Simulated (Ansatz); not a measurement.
Two shapes of doublet H₂O(+).

Shape 1:

```xyz
3

O     0.0008    0.0480   -0.1307
H    -0.0138    0.7737    0.4560
H    -0.0113   -0.8068    0.5142
```

Shape 2:

```xyz
3

O     0.0000    0.0000   -0.1075
H     0.0000    0.7548    0.4300
H     0.0000   -0.7548    0.4300
```

Basis set: cc-pVDZ (spherical functions). Frozen core: 1 orbital. Charge 1, multiplicity 2.

Computed with Ansatz (development build ahead of 0.2.0); each method stands on the lowest determinant of its kind that the runs found.

Q: Which shape is lower in energy, and by how much in each method?

A:

| method | E(2) − E(1) (eV) |
| --- | --- |
| UHF | -0.040 |
| UHF-MP2 | 0.089 |

The methods disagree on the order.
